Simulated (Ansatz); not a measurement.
Results of revPBE (Ansatz, a first-principles code, PAW) for body-centred tetragonal In.

Input file:

Ansatz 0.2 input:
```yaml
crystal:
  lattice:
    - [-1.6595411069, 1.6595411069, 2.5245875897]
    - [1.6595411069, -1.6595411069, 2.5245875897]
    - [1.6595411069, 1.6595411069, -2.5245875897]
  atoms:
    - { symbol: In, position: [0.0, 0.0, 0.0] }
basis:
  ecutwfc: 520
  ecutrho_ratio: 4
  xc_grid: 2
kpoints:
  mp_grid: { grid: [24, 24, 24] }
hamiltonian:
  xc: revpbe
  dispersion: none
  pseudopotentials: { kind: paw }
scf:
  occupations: { method: fermi_dirac, width: 0.05 }
output:
  forces: false
  stress: true
  eigenvalues: true
relax:
  f_tol: 0.004
  escape_saddle: false
  max_steps: 80
  cell: { stress_tol: 0.02, fix: [volume] }
```

Output (set-up and result lines):

```
Relaxation: its limit of steps is 80 (relax.max_steps)
Crystal: 1 atoms, lattice volume = 27.812 Å³
Basis set: ecut = 520 eV, 757 PW (Γ), exchange–correlation on 54×54×54 points (8 copies of the dense FFT grid, shifted against one another)
Bands: 11, of which v1, the nominal top of the filled ones, is band 7 counted from 1 (6 counted from 0)
Symmetry: 16 space group operations
Space group: I4/mmm (ITA 139), of the structure as read, at distance tolerance 3.0e-5 Å
k-points: 1063 of 13824
Functional: x = revpbe(κ = 1.245, μ = 0.2195149727645171), c = pbe(β = 0.06672455060314922)
SCF iter   1: F=—  HF=-5603.844771 eV  |F-HF|=—  |Δ(HF+E_count)|=         —  Δρ=2.92e-3  dr2=1.19e-3
SCF iter   2: F=—  HF=-5603.844335 eV  |F-HF|=—  |Δ(HF+E_count)|=   4.36e-4  Δρ=1.31e-3  dr2=2.64e-4
  ...
SCF 1 converged in 6 iterations: F = -5603.844388 eV  dr2 = 2.39e-9
Crystal: 1 atoms, lattice volume = 27.812 Å³
Initial density: handed on by an earlier stage of this run
SCF iter   3: F=—  HF=-5603.844388 eV  |F-HF|=—  |Δ(HF+E_count)|=  1.27e-11  Δρ=4.55e-7  dr2=2.19e-11
SCF iter   4: F=-5603.844388 eV  HF=-5603.844388 eV  |F-HF|=0.00e0  |Δ(HF+E_count)|=  6.37e-12  Δρ=5.11e-8  dr2=4.51e-13
SCF 2 converged in 4 iterations: F = -5603.844388 eV  dr2 = 4.51e-13
SCF converged after 4 iterations
Free energy (F): -5603.844388 eV
Internal energy: -5603.840985 eV  (E = F + TS)
E sigma→0 (E₀):  -5603.842687 eV
Fermi energy:    9.526333 eV
--- Forces (eV/Å), atoms counted from 1 ---
  atom   1  In     0.00000000     0.00000000     0.00000000
--- Stress (GPa, compression-positive) ---
        0.677830       0.000000       0.000000
        0.000000       0.677830       0.000000
        0.000000       0.000000       0.691603
  P = ⅓ Tr σ = 0.6824 GPa (6.824 kbar)
```

The cell is one volume of an energy–volume scan, off the minimum.

The PAW data were made under PBE.

Cost on a shared machine: around 90 core-seconds (rough).
